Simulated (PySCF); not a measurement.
CO, singlet: cost against accuracy

Geometry (MP2(full)/6-31G*, from the G2/97 set):

```
atom   x (Å)   y (Å)   z (Å)
   O  0.0000  0.0000  0.0000
   C  0.0000  0.0000  1.1503
```

Measured, as an electronic atomization energy: 1084.7 kJ/mol (G2/97 heats of formation of molecule and atoms, with zero-point and thermal terms from B3LYP taken off; Curtiss et al., J. Chem. Phys. 106, 1063 (1997), Staroverov et al., J. Chem. Phys. 119, 12129 (2003)). The measured value holds scalar relativity and spin–orbit coupling, which all computed ones lack, and core correlation, which the wave-function levels lack. Atoms are taken at the same level; beside RHF, RMP2 and RCC rows they are unrestricted. (Q) wasn't run for open shells, so the atoms' step beyond CCSDT comes from their full CI. PySCF 2.14.0; the 6-31G* set has Cartesian d functions; a miss is computed less measured; times are wall times on shared hosts and scatter by a factor of two or so; they hold the correlated step alone (with one SCF for RCCSD(T)), and functionals start from a converged Hartree–Fock density. B3LYP has the VWN-RPA form, and B2PLYP's MP2 part freezes the cores. A small miss in a small set is a cancellation of the method's error against the basis error.

```
    level    basis  miss (kJ/mol)  time of the run      hardware
  full CI   STO-3G         -176.5           0.06 s  1 CPU thread
 RCCSD(T)   STO-3G         -178.8           0.15 s  1 CPU thread
 RCCSD(T)    6-31G         -214.4           0.19 s  1 CPU thread
 RCCSD(T)  cc-pVDZ          -75.0           0.29 s  1 CPU thread
      PBE   STO-3G           11.8           0.39 s  1 CPU thread
     PBE0    6-31G         -151.7           0.48 s  1 CPU thread
      PBE    6-31G          -73.3           0.53 s  1 CPU thread
    B3LYP    6-31G         -147.1           0.54 s  1 CPU thread
   B2PLYP    6-31G         -160.4           0.75 s  1 CPU thread
    SPW92  cc-pVDZ          151.7            1.3 s  1 CPU thread
RCCSDT(Q)    6-31G         -211.5            1.4 s  1 CPU thread
    SPW92   6-31G*          156.4            1.6 s  1 CPU thread
      RHF  cc-pVTZ         -367.2            2.1 s  1 CPU thread
     PBE0  cc-pVDZ          -32.9            2.3 s  1 CPU thread
     PBE0   6-31G*          -27.7            2.6 s  1 CPU thread
   B2PLYP  cc-pVDZ          -35.3            2.6 s  1 CPU thread
      PBE  cc-pVDZ           30.4            2.6 s  1 CPU thread
      PBE   6-31G*           35.3              3 s  1 CPU thread
   B97M-V   STO-3G          -28.4            3.1 s  1 CPU thread
  wB97M-V   STO-3G          -43.1            3.1 s  1 CPU thread
   B97M-V    6-31G         -141.8            3.5 s  1 CPU thread
   r2SCAN  cc-pVDZ          -30.7            3.8 s  1 CPU thread
   r2SCAN   6-31G*          -25.7            3.9 s  1 CPU thread
      PBE  cc-pVTZ           40.7            4.9 s  1 CPU thread
     PBE0  cc-pVTZ          -20.3            5.2 s  1 CPU thread
     BLYP  cc-pVTZ           11.8            5.8 s  1 CPU thread
CAM-B3LYP  cc-pVTZ          -15.4            6.5 s  1 CPU thread
    HSE06  cc-pVTZ          -24.4            6.6 s  1 CPU thread
  wB97M-V   6-31G*           -1.6            7.8 s  1 CPU thread
   B97M-V  cc-pVTZ          -14.9             12 s  1 CPU thread
      PBE  cc-pVQZ           42.5             14 s  1 CPU thread
     PBE0  cc-pVQZ          -17.9             14 s  1 CPU thread
  wB97M-V  cc-pVTZ            1.9             14 s  1 CPU thread
   B2PLYP  cc-pVQZ           -4.1             15 s  1 CPU thread
    B3LYP  cc-pVQZ          -17.6             16 s  1 CPU thread
   r2SCAN  cc-pVQZ          -16.8             24 s  1 CPU thread
      RHF  cc-pVQZ         -364.6             24 s  1 CPU thread
  wB97M-V  cc-pVQZ            3.4             38 s  1 CPU thread
  full CI    6-31G         -211.6          2.5 min  1 CPU thread
RCCSDT(Q)  cc-pVTZ          -32.2           19 min  1 CPU thread
```

HF's time is that of a plain UHF run.

The smallest set from which on each level stays within 1 kcal/mol of its own cc-pVQZ value (sets in order of size: STO-3G, 6-31G, cc-pVDZ, 6-31G*, cc-pVTZ, cc-pVQZ): RHF cc-pVTZ; PBE cc-pVTZ; r2SCAN cc-pVTZ; B3LYP cc-pVTZ; wB97M-V cc-pVTZ; B2PLYP none (cc-pVTZ is 1.7 kcal/mol off); RMP2 none (cc-pVTZ is 4.5 kcal/mol off); RCCSD(T) none (cc-pVTZ is 4.2 kcal/mol off).
